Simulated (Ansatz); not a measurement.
## Two structures, one formula

Two relaxed structures of CHBN, doublet (PBE0-D4/def2-TZVP; forces vanish, vibrations not checked).

A:

B1  (0.861, -0.105, 0.454)
C2  (-0.476, 0.540, 0.159)
N3  (0.198, 0.964, 1.134)
H4  (1.805, -0.804, 0.393)
(Å)

B:

```
4
angstrom
B 0.7650 0.2136 0.2160
C -1.6803 0.2866 -0.5492
N -0.5544 0.1889 -0.1905
H 1.4698 -0.6891 0.5237
```

Computed with Ansatz 0.2.0 (basis: def2-TZVPP); correlated methods freeze the cores; orbitals are unrestricted. B3LYP uses VWN-RPA correlation.

(1) Which structure is lower at CCSD(T), and by how much? (An estimate is asked for; the value comes from the calculation.)

(2) Do the other methods give the same order? (Judge from chemistry; the calculation decides.)

No T1 diagnostic of these runs exceeds 0.022. ⟨S²⟩ of the unrestricted Hartree–Fock references: 0.77 to 0.79 (a pure state has 0.75).

Answers

(1) The calculation gives: B, by 0.093 eV (electronic energy, against the other). By their contacts, A is CHBN ([BH]1[C][N]1) and B is CHBN ([BH][N][C]).

(2) The calculation gives: Not all: PBE-D4, PBE0-D4, wB97M-V, MP2 give the other order.

```json
{"method": "PBE-D4", "E(B) − E(A) (eV)": "0.036"}
{"method": "r2SCAN-D4", "E(B) − E(A) (eV)": "-0.035"}
{"method": "PBE0-D4", "E(B) − E(A) (eV)": "0.025"}
{"method": "B3LYP-D4", "E(B) − E(A) (eV)": "-0.154"}
{"method": "wB97M-V", "E(B) − E(A) (eV)": "0.014"}
{"method": "HF", "E(B) − E(A) (eV)": "-0.552"}
{"method": "MP2", "E(B) − E(A) (eV)": "0.008"}
{"method": "CCSD", "E(B) − E(A) (eV)": "-0.141"}
{"method": "CCSD(T)", "E(B) − E(A) (eV)": "-0.093"}
```

Labels in which every atom is bracketed show which atoms are joined, not bond orders.

For scale, one of the runs: CCSD(T)/def2-TZVPP, 107 basis functions, launched by `ansatz run in.yaml --threads 2 --pin off --events-out ev --progress --plain --max-ram 4352MiB`. The run took about 4.7 s on 2 CPU threads of an Arm Neoverse V2 (shared host).
